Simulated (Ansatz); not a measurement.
SiB₂ was relaxed with r2SCAN-D4 (def2-TZVP) in Ansatz in these states: neutral quintet, neutral triplet. The geometries follow in no particular order.

A:

```xyz
3

B     0.9348   -0.4310   -0.2893
B    -0.5141    0.4550   -0.8198
Si   -0.4208   -0.0240    1.1090
```

B:

Cartesian coordinates in Å:
```
B -0.3462 -0.5618 0.7153
B 0.9678 -0.1020 -0.0043
Si -0.6216 0.6638 -0.7109
```

Task: Judge from the bond lengths which geometry belongs to which state (an estimate).

Result: A is the neutral quintet (B1–B2 1.779 Å, B1–Si3 1.990 Å, B2–Si3 1.990 Å); B is the neutral triplet (B1–B2 1.567 Å, B1–Si3 1.901 Å, B2–Si3 1.901 Å).

At r2SCAN-D4/def2-TZVP the charge 0 triplet is spin-contaminated (final ⟨S²⟩ up to 2.13, 2.00 for a pure state). At PBE0-D4/def2-TZVP a broken-symmetry singlet lies 1.77 eV below the neutral quintet. At PBE0-D4/def2-TZVP a broken-symmetry singlet lies 0.39 eV below the neutral triplet. These are the stationary points nearest to one start from a short search; other shapes may lie lower in each state.
